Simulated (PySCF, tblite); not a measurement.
# C3H4FO radical: geometry, infrared bands and EPR parameters

Wanted: the infrared bands and EPR parameters of C3H4FO radical (`C[C](F)C=O`), by calculation.

Computed with tblite 0.8.0 and PySCF 2.14.0, with density-fitted response routines of our own, on a single molecule in the gas phase. Atoms count from 0, in the outputs and in this text.

## 1. Starting geometry

9 atoms, charge 0, multiplicity 2; geometry from: force field or distance geometry start.

Bonds of the start (Å): C0–C1 1.48, C1–F2 1.33, C1–C3 1.47, C3–O4 1.24, C0–H5 1.09, C0–H6 1.10, C0–H7 1.09, C3–H8 1.09.

## 2. Relaxing the molecule with GFN2-xTB

What the job is given:

```
{"job": {"kind": "relax", "xc": "GFN2-xTB", "basis": "xTB"}, "charge": 0, "multiplicity": 2}
C     -0.903700    -0.030100     0.722100
C     -0.065400     0.341500    -0.438000
F     -0.449700     1.217000    -1.361100
C      1.271900    -0.231100    -0.635700
O      1.762200    -1.055300     0.150800
H     -0.423700     0.225500     1.663100
H     -1.860200     0.518700     0.674200
H     -1.125900    -1.094200     0.723000
H      1.808100     0.114100    -1.523700
```

Run with:

```sh
$ OMP_NUM_THREADS=1 python probes_run.py task.json out
```

This one command runs all jobs of the session in turn.

**Question.** This job is followed by: GFN2-xTB harmonic vibrations, gas phase; UKS B3LYP, pcH-1 on C F H O, non-relativistic, mean-field spin-orbit, GIAO. Predict these results of the whole session: strongest single infrared mode (GFN2-xTB); zero-point energy (GFN2-xTB); g(iso) (B3LYP); ⟨S²⟩; largest a(iso) (averaged by class); surface potential, 1st and 99th percentile.

The runs gave:

```
                                 quantity                  value
strongest single infrared mode (GFN2-xTB)  1247 cm⁻¹, 155 km/mol
             zero-point energy (GFN2-xTB)          38.6 kcal/mol
                           g(iso) (B3LYP)                2.00558
                                     ⟨S²⟩     0.762 (exact 0.75)
       largest a(iso) (averaged by class)   19F on F2, 121.6 MHz
    surface potential, 1st and 99th percentile     -1.64 V and 1.13 V
```

What this shows: The optimisation took 24 steps and gained 0.105 eV; among the close pairs (by a distance rule), C1–C3 changed most, from 1.468 to 1.415 Å. The lowest mode is imaginary (119i cm⁻¹), so the xTB geometry is not a minimum. The strongest single mode, at 1247 cm⁻¹, moves mainly C1. Unscaled tight-binding wavenumbers are off by several per cent, some by more. Its intensities can rank the bands wrongly. C1 carries the largest spin population, 0.66 e. The isotropic g lies 3.3 ppt above the free-electron value.
